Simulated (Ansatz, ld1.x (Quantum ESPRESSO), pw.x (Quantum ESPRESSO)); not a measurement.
**What a changed setting does to a pw.x run (fcc Zn)**

Potential: PAW, ld1.x (Quantum ESPRESSO) 7.5, LDA (PW92); core [Ne], reference 3s2 3p6 3d10 4s2 4p0; waves: 3s (bound): rcut 0.90, rcutus 1.00 bohr; 4s (bound): rcut 0.90, rcutus 1.00 bohr; 3p (bound): rcut 1.05, rcutus 1.40 bohr; 4p (bound, empty): rcut 1.05, rcutus 1.40 bohr; 3d (bound): rcut 1.45, rcutus 1.70 bohr; 3d channel at 3.3 Ry: rcut 1.45, rcutus 1.70 bohr; local part: all-electron potential smoothed inside 1.55 bohr (lloc = -1); core correction: Bessel-smoothed model core inside 0.55 bohr; augmentation: PSQ, inside the norm-conserving radii.

The reference run (k-mesh 15³, cutoffs 135/900 Ry, Fermi–Dirac 0.01 Ry, mixing_beta 0.4, conv_thr 1e-9, no spin) gives 0.74 GPa at 13.534 Å³/atom, where all-electron LAPW gives -0.06 GPa. This run, with its own iteration cap, changes startingwfc to random.

```
&control
  calculation='scf', prefix='x', pseudo_dir='./', outdir='./tmp', tstress=.true., disk_io='none'
/
&system
  ibrav=0, nat=1, ntyp=1, ecutwfc=135, ecutrho=900, nbnd=18,
  occupations='smearing', smearing='fd', degauss=0.01
/
&electrons
  conv_thr=1e-09, mixing_beta=0.4, electron_maxstep=50, startingwfc='random'
/
ATOMIC_SPECIES
Zn 1.0 Zn.UPF
CELL_PARAMETERS angstrom
  0.00000000 1.89146681 1.89146681
  1.89146681 0.00000000 1.89146681
  1.89146681 1.89146681 0.00000000
ATOMIC_POSITIONS crystal
Zn 0.0000 0.0000 0.0000
K_POINTS automatic
15 15 15 0 0 0
```

```bash
pw.x < Zn.scf.in > Zn.scf.out
```

Task: How does the run end?

Result: It converges in 10 iterations; the free energy moves by +0.0 meV/atom and the pressure by +0.00 GPa. The result is that of the reference run.

```
Message from routine setup:
     using ibrav=0 with symmetry is DISCOURAGED, use correct ibrav instead
     lattice parameter (alat)  =       5.0549  a.u.
     unit-cell volume          =      91.3320 (a.u.)^3
     number of electrons       =        20.00
     number of Kohn-Sham states=           18
     kinetic-energy cutoff     =     135.0000  Ry
     charge density cutoff     =     900.0000  Ry
     scf convergence threshold =      1.0E-09
     Exchange-correlation= SLA  PW   NOGX NOGC
     number of k points=   120  Fermi-Dirac smearing, width (Ry)=  0.0100
     iteration #  1     ecut=   135.00 Ry     beta= 0.40
     total energy              =    -544.52874059 Ry
     estimated scf accuracy    <       0.13515868 Ry
     iteration #  2     ecut=   135.00 Ry     beta= 0.40
     total energy              =    -544.53929478 Ry
     estimated scf accuracy    <       0.01296993 Ry
     iteration #  3     ecut=   135.00 Ry     beta= 0.40
     total energy              =    -544.54128863 Ry
     estimated scf accuracy    <       0.00841876 Ry
     [... 4 iterations left out ...]
     iteration #  8     ecut=   135.00 Ry     beta= 0.40
     total energy              =    -544.54152748 Ry
     estimated scf accuracy    <          3.7E-09 Ry
     iteration #  9     ecut=   135.00 Ry     beta= 0.40
     total energy              =    -544.54152748 Ry
     estimated scf accuracy    <          3.4E-09 Ry
     iteration # 10     ecut=   135.00 Ry     beta= 0.40
     the Fermi energy is    15.5191 ev
!    total energy              =    -544.54152748 Ry
     estimated scf accuracy    <          4.2E-10 Ry
     smearing contrib. (-TS)   =      -0.00125641 Ry
     The total energy is F=E-TS. E is the sum of the following terms:
     one-electron contribution =    -323.04864648 Ry
     hartree contribution      =     168.22999861 Ry
     xc contribution           =     -47.23083437 Ry
     ewald contribution        =    -256.54211979 Ry
     one-center paw contrib.   =     -85.94866904 Ry
     convergence has been achieved in  10 iterations
          total   stress  (Ry/bohr**3)                   (kbar)     P=        7.44
     Message from routine punch:
     Nothing written, as per user request (disk_io='none')
```

The run took about 93 s on one core of a shared host (Neoverse-V2, 192 threads, 742 GiB, load 49).
